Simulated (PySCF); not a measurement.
**C₃H₄FN: NMR shifts and spin-spin couplings**

Wanted: the NMR shifts and spin-spin couplings of C₃H₄FN (`FCC1=NC1`), by calculation.

Programs: PySCF 2.14.0, with density-fitted response routines of our own. Each step states its level of theory. These are calculated values for one molecule in the gas phase, unless marked as measured. Atoms count from 0, in the outputs and in this text.

### Step 1. The molecule as given

9 atoms, charge 0, multiplicity 1; geometry from: GFN2-xTB, dihedral held. The dihedral F0–C1–C2–C4 is held at 240°.

Bonds of the start (Å): F0–C1 1.37, C1–C2 1.47, C2–N3 1.25, N3–C4 1.50, C4–C2 1.45, C1–H5 1.10, C1–H6 1.10, C4–H7 1.08, C4–H8 1.08.

### Step 2. Nuclear shieldings: PBE0/pcSseg-1

What the job is given:

```
{"job": {"kind": "nmr", "xc": "PBE0", "basis": "pcSseg-1", "pop": true}, "charge": 0, "multiplicity": 1}
F      1.479708     0.618775     1.180293
C      1.296424    -0.210265     0.102858
C     -0.110543    -0.201494    -0.323705
N     -1.103334     0.499411    -0.630002
C     -1.317649    -0.984158    -0.538350
H      1.613672    -1.213335     0.412749
H      1.939436     0.162933    -0.705555
H     -1.453754    -1.519557    -1.468044
H     -1.892245    -1.345807     0.303363
```

Level: GIAO PBE0/pcSseg-1 NMR shielding, non-relativistic, gas phase.

**Question.** This job is followed by: B3LYP/pcJ-1 indirect spin-spin coupling, non-relativistic, gas phase. Predict these results of the whole session: ¹³C shifts against TMS (PBE0/pcSseg-1); ¹H shifts against TMS (PBE0/pcSseg-1); ¹⁹F shifts against CFCl3 (PBE0/pcSseg-1); ¹⁵N shifts against NH3 (PBE0/pcSseg-1); largest coupling of the table (B3LYP/pcJ-1).

As calculated:

```
                                   quantity                       value
     ¹³C shifts against TMS (PBE0/pcSseg-1)       177.0, 79.4, 19.6 ppm
      ¹H shifts against TMS (PBE0/pcSseg-1)  6.26, 6.10, 1.32, 1.21 ppm
   ¹⁹F shifts against CFCl3 (PBE0/pcSseg-1)                  -257.8 ppm
     ¹⁵N shifts against NH3 (PBE0/pcSseg-1)                   346.0 ppm
largest coupling of the table (B3LYP/pcJ-1)    ¹J(F,C) F0–C1, -234.6 Hz
```

**Reading.** Shifts at one fixed geometry are not the observed spectrum, which averages over the motion. The geometry holds a dihedral fixed, so it need not be a minimum. At PBE0/pcSseg-1: The widest tensor belongs to N3: span 712 ppm, with a paramagnetic part of -404 ppm. In the run at B3LYP/pcJ-1, the largest coupling of the table is F0–C1, -234.6 Hz, of which the Fermi-contact term gives -289.1 Hz.
